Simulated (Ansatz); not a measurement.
**CH₂OS₂: how energies converge with the basis set**

Aim: see how fast density functionals converge with the basis set for CH₂OS₂.

Program: Ansatz 0.2.0, Gaussian basis. Level of theory: one geometry, several basis sets. These are calculated values, not measurements.

Levels to be run: PBE0-D4/def2-SVP; ωB97M-V/def2-SVP; PBE0-D4/def2-QZVPP; ωB97M-V/def2-QZVPP; the functionals' def2-TZVPP values are taken from earlier runs.

### Step 1. The geometry

The geometry comes from an earlier relaxation with PBE0-D4 in a triple-zeta def2 set; it is a stationary point.

6 atoms, charge 0, spin multiplicity 1.

Atoms are counted from 1 here; the program's logs count them from 0.

Bond lengths: O1–C2 1.190 Å, C2–S3 1.780 Å, C2–H5 1.108 Å, S3–S4 2.035 Å, S4–H6 1.346 Å. Angles: O1–C2–S3 127.1°, O1–C2–H5 124.1°, S3–C2–H5 108.8°, C2–S3–S4 103.4°, S3–S4–H6 97.6°.

Coordinates:

```mol
CH2OS2
  3D, bonds by distance, orders not assigned

  6  5  0  0  0  0  0  0  0  0999 V2000
    0.7344   -0.6872    1.2524 O   0  0
    0.9628   -0.5750    0.0899 C   0  0
    0.0762    0.4246   -1.0867 S   0  0
   -1.2794    1.4154    0.0626 S   0  0
    1.7805   -1.1066   -0.4362 H   0  0
   -2.2324    0.4648    0.0717 H   0  0
  1  2  8  0
  2  3  8  0
  3  4  8  0
  2  5  8  0
  4  6  8  0
M  END
```

### Step 2. PBE0-D4 in def2-SVP

The input, in.yaml:

```yaml
crystal:
  periodic: [false, false, false]
  atoms:
    - {symbol: O, position_ang: [0.734368, -0.687219, 1.252423]}
    - {symbol: C, position_ang: [0.962796, -0.575008, 0.089934]}
    - {symbol: S, position_ang: [0.076182, 0.424625, -1.086675]}
    - {symbol: S, position_ang: [-1.279436, 1.415385, 0.062551]}
    - {symbol: H, position_ang: [1.780546, -1.106620, -0.436225]}
    - {symbol: H, position_ang: [-2.232356, 0.464837, 0.071692]}
basis:
  gaussian: {orbitals: def2-SVP}
hamiltonian: {xc: pbe0, dispersion: d4}
output: {orbitals: {seedname: orbitals}}
```

On the command line:

```console
ansatz run in.yaml --threads 2 --pin off --events-out ev --progress --plain --max-ram 4352MiB
```

After this run come: ωB97M-V in def2-SVP; PBE0-D4 in def2-QZVPP; ωB97M-V in def2-QZVPP.

**Question.** What will the summary of the whole plan be? Wanted: PBE0-D4: double and triple zeta above quadruple; ωB97M-V: double and triple zeta above quadruple.

The runs gave:

| quantity | value |
| --- | --- |
| PBE0-D4: double and triple zeta above quadruple | 12.18, 0.83 eV |
| ωB97M-V: double and triple zeta above quadruple | 12.18, 0.79 eV |

What this shows: PBE0-D4 gains 11.35 eV from double to triple zeta, then 0.83 eV more. Total energies overstate the basis error of differences, where much of it tends to cancel. The LUMO of ωB97M-V is positive and keeps falling with the basis (1.38 to 0.74 eV): an unbound level that the basis holds in place.
